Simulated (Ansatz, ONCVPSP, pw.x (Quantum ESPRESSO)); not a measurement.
What a changed setting does to a pw.x run (bcc Mo)

Potential: optimised norm-conserving Vanderbilt (ONCV), ONCVPSP 4.0.1.1 (patched build), PBE; core [Ar] 3d10, reference 4s2 4p6 4d5 5s1; waves: 4s+5s: rc 1.45 bohr, ncon 3, nbas 7, qcut 7.9 1/bohr, 2 projectors; 4p: rc 1.80 bohr, ncon 4, nbas 7, qcut 7.1 1/bohr, 2 projectors, debl 2.3 Ha; 4d: rc 2.45 bohr, ncon 4, nbas 9, qcut 7.2 1/bohr, 2 projectors, debl 1.7 Ha; local part: polynomial inside 1.20 bohr (lpopt 5, dvloc0 -1 Ha); core correction: Teter function fitted to the true core (icmod 2), fcfact 0.45.

The reference run (k-mesh 15³, cutoffs 65/260 Ry, Fermi–Dirac 0.01 Ry, mixing_beta 0.4, conv_thr 1e-9, no spin) gives 0.41 GPa at 15.802 Å³/atom, where all-electron LAPW gives -0.00 GPa. This run, with its own iteration cap, changes k-mesh points per axis to 2.

```
&control
  calculation='scf', prefix='x', pseudo_dir='./', outdir='./tmp', tstress=.true., disk_io='none'
/
&system
  ibrav=0, nat=1, ntyp=1, ecutwfc=65, ecutrho=260, nbnd=15,
  occupations='smearing', smearing='fd', degauss=0.01
/
&electrons
  conv_thr=1e-09, mixing_beta=0.4, electron_maxstep=50
/
ATOMIC_SPECIES
Mo 1.0 Mo.UPF
CELL_PARAMETERS angstrom
  -1.58082582 1.58082582 1.58082582
  1.58082582 -1.58082582 1.58082582
  1.58082582 1.58082582 -1.58082582
ATOMIC_POSITIONS crystal
Mo 0.0000 0.0000 0.0000
K_POINTS automatic
2 2 2 0 0 0
```

```bash
pw.x < Mo.scf.in > Mo.scf.out
```

Task: How does the run end?

Result: It converges in 10 iterations; the free energy moves by +1.06 eV/atom and the pressure by +9.95 GPa.

```
Message from routine setup:
     using ibrav=0 with symmetry is DISCOURAGED, use correct ibrav instead
     lattice parameter (alat)  =       5.1742  a.u.
     unit-cell volume          =     106.6372 (a.u.)^3
     number of electrons       =        14.00
     number of Kohn-Sham states=           15
     kinetic-energy cutoff     =      65.0000  Ry
     charge density cutoff     =     260.0000  Ry
     scf convergence threshold =      1.0E-09
     Exchange-correlation= PBE
     number of k points=     3  Fermi-Dirac smearing, width (Ry)=  0.0100
     iteration #  1     ecut=    65.00 Ry     beta= 0.40
     total energy              =    -157.19959971 Ry
     estimated scf accuracy    <       0.22642522 Ry
     iteration #  2     ecut=    65.00 Ry     beta= 0.40
     total energy              =    -157.22478484 Ry
     estimated scf accuracy    <       0.00232487 Ry
     iteration #  3     ecut=    65.00 Ry     beta= 0.40
     total energy              =    -157.22496482 Ry
     estimated scf accuracy    <       0.00066390 Ry
     iteration #  4     ecut=    65.00 Ry     beta= 0.40
     total energy              =    -157.22495881 Ry
     estimated scf accuracy    <       0.00019298 Ry
     iteration #  5     ecut=    65.00 Ry     beta= 0.40
     total energy              =    -157.22499809 Ry
     estimated scf accuracy    <       0.00002303 Ry
     iteration #  6     ecut=    65.00 Ry     beta= 0.40
     total energy              =    -157.22500109 Ry
     estimated scf accuracy    <       0.00000102 Ry
     iteration #  7     ecut=    65.00 Ry     beta= 0.40
     total energy              =    -157.22500126 Ry
     estimated scf accuracy    <       0.00000043 Ry
     iteration #  8     ecut=    65.00 Ry     beta= 0.40
     total energy              =    -157.22500133 Ry
     estimated scf accuracy    <          5.9E-09 Ry
     iteration #  9     ecut=    65.00 Ry     beta= 0.40
     total energy              =    -157.22500134 Ry
     estimated scf accuracy    <          6.9E-09 Ry
     iteration # 10     ecut=    65.00 Ry     beta= 0.40
     the Fermi energy is    22.7076 ev
!    total energy              =    -157.22500134 Ry
     estimated scf accuracy    <          3.2E-10 Ry
     smearing contrib. (-TS)   =      -0.02332198 Ry
     The total energy is F=E-TS. E is the sum of the following terms:
     one-electron contribution =     -17.83014927 Ry
     hartree contribution      =      18.05002178 Ry
     xc contribution           =     -38.03563378 Ry
     ewald contribution        =    -119.38591809 Ry
     convergence has been achieved in  10 iterations
          total   stress  (Ry/bohr**3)                   (kbar)     P=      103.66
     Message from routine punch:
     Nothing written, as per user request (disk_io='none')
```

The run took about 0.8 s on one core of a shared host (Neoverse-V2, 96 threads, 742 GiB, load 31).
